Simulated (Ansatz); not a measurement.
**NH₃O (triplet): from Hartree-Fock to the top rungs at distance O1–H3 along a hydrogen transfer = 1.035 Å, cc-pVDZ**

How much of the correlation energy of NH₃O (triplet) does each wave-function method recover here?

Computed with Ansatz 0.2.0, Gaussian basis. Level: cc-pVDZ, core rule «outside noble gas», up to 2 orbitals frozen.

Plan: UHF; CCSD(T) on ROHF; CCSD(T) on UHF; BCCD(T) on ROHF; CISD; CCSDT(Q) on ROHF; CCSDT(Q) on UHF; CASSCF and MRCISD+Q, 4 electrons in 4 orbitals; CASSCF and NEVPT2, 4 electrons in 4 orbitals; CASSCF and NEVPT2, 14 electrons in 11 orbitals.

5 further runs of the same task are left out: 5 that didn't finish.

## 1. The geometry

The geometry derives from fragments relaxed apart (PBE0/def2-TZVP) and kept rigid, so it is no stationary point. A hydrogen atom is moved between rigid fragments.

5 atoms, charge 0, spin multiplicity 3.

Atoms are counted from 1 here; the program's logs count them from 0.

Bond lengths: O1–H2 0.960 Å, O1–H3 1.035 Å, H3–N4 1.229 Å, N4–H5 1.040 Å. Angles: H2–O1–H3 105.1°, O1–H3–N4 180.0°, H3–N4–H5 105.0°.

Coordinates:

```
O    -1.0614    0.0024    0.0000
H    -1.3107    0.9289    0.0000
H    -0.0263    0.0024    0.0000
N     1.2026    0.0024    0.0000
H     1.4717   -1.0019    0.0000
```

## 2. UHF

in.yaml

```yaml
crystal:
  periodic: [false, false, false]
  atoms:
    - {symbol: O, position_ang: [-1.061350, 0.002370, 0.000000]}
    - {symbol: H, position_ang: [-1.310659, 0.928945, 0.000000]}
    - {symbol: H, position_ang: [-0.026350, 0.002370, 0.000000]}
    - {symbol: N, position_ang: [1.202650, 0.002370, 0.000000]}
    - {symbol: H, position_ang: [1.471732, -1.001857, 0.000000]}
basis:
  gaussian: {orbitals: cc-pVDZ}
magnetization: {spin_polarized: true, initial_magnetization: 2}
hamiltonian: {xc: hf}
output: {orbitals: {seedname: orbitals}}
```

Run with:

```bash
$ ansatz run in.yaml --threads 1 --pin off --events-out ev --progress --plain --max-ram 2393MiB
```

Further steps of the session: CCSD(T) on ROHF; CCSD(T) on UHF; BCCD(T) on ROHF; CISD; CCSDT(Q) on ROHF; CCSDT(Q) on UHF; CASSCF and MRCISD+Q, 4 electrons in 4 orbitals; CASSCF and NEVPT2, 4 electrons in 4 orbitals; CASSCF and NEVPT2, 14 electrons in 11 orbitals.

Before running them: what should the planned runs give, taken together? Wanted: UCCSDT(Q) below the RHF energy; RMP2 from UCCSDT(Q); UMP2 from UCCSDT(Q); RCCSD from UCCSDT(Q); RCCSD(T) from UCCSDT(Q); UCCSD(T) from UCCSDT(Q); RCCSDT(Q) from UCCSDT(Q); NEVPT2 pair from UCCSDT(Q); NEVPT2 valence from UCCSDT(Q).

**Answer**, as computed:

| quantity | value |
| --- | --- |
| UCCSDT(Q) below the RHF energy | -10.0359 eV |
| RMP2 from UCCSDT(Q) | +991.4 meV |
| UMP2 from UCCSDT(Q) | +988.0 meV |
| RCCSD from UCCSDT(Q) | +229.6 meV |
| RCCSD(T) from UCCSDT(Q) | +41.2 meV |
| UCCSD(T) from UCCSDT(Q) | +40.2 meV |
| RCCSDT(Q) from UCCSDT(Q) | +2.5 meV |
| NEVPT2 pair from UCCSDT(Q) | +949.0 meV |
| NEVPT2 valence from UCCSDT(Q) | +1199.0 meV |
| levels within 1 kcal/mol (43 meV) | RCCSD(T), UCCSD(T), BCCD(T), RCCSDT, UCCSDT, RCCSDT(Q) |
| T1 diagnostic | 0.029 |
| effectively unpaired electrons | 2.02 |

In words: RCCSD(T) misses by +41.2 meV, 0.4 % of the correlation energy. One determinant dominates. Of the multireference levels listed NEVPT2 pair comes nearest in total energy (+949.0 meV), which doesn't show that its space is the better one. These misses are within one basis, not against nature; the frozen cores of restricted and unrestricted runs differ, which can shift their rows.
